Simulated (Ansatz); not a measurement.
One change: `CC(C)C(C)(C)C` becomes `CC(C)(C)C(=O)O`.

Ansatz, PBE0-D4/def2-TZVP geometries, multiplicity 1. Each molecule was computed in one conformer, which needn't be the lowest.

```tsv
property	`CC(C)C(C)(C)C`
HOMO energy (B3LYP/def2-TZVPP) / eV	-8.30
LUMO energy (PBE0/def2-TZVPP) / eV	1.04
size of the dipole moment (PBE/def2-TZVPP) / D	0.08
LUMO energy (B3LYP/def2-TZVPP) / eV	0.73
HOMO energy (PBE0/def2-TZVPP) / eV	-8.48
LUMO energy (PBE/def2-TZVPP) / eV	0.25
```

(1) What does the change do to each property? (Estimate.)

Answers

(1) Ansatz gave: 
| property | `CC(C)(C)C(=O)O` | shift |
| --- | --- | --- |
| HOMO energy (B3LYP/def2-TZVPP) / eV | -7.67 | 0.63 |
| LUMO energy (PBE0/def2-TZVPP) / eV | 0.32 | -0.72 |
| size of the dipole moment (PBE/def2-TZVPP) / D | 1.65 | 1.57 |
| LUMO energy (B3LYP/def2-TZVPP) / eV | 0.02 | -0.71 |
| HOMO energy (PBE0/def2-TZVPP) / eV | -7.89 | 0.59 |
| LUMO energy (PBE/def2-TZVPP) / eV | -0.86 | -1.11 |

With PBE0 the HOMO rises by 0.59 eV and the LUMO falls by 0.72 eV, so the gap narrows by about 1.31 eV. PBE moves the HOMO by 0.91 eV and ωB97M-V by 0.44 eV. Dipoles are sizes alone; their direction can turn.

B3LYP here is the variant with VWN-RPA as its local correlation; programs differ in this.
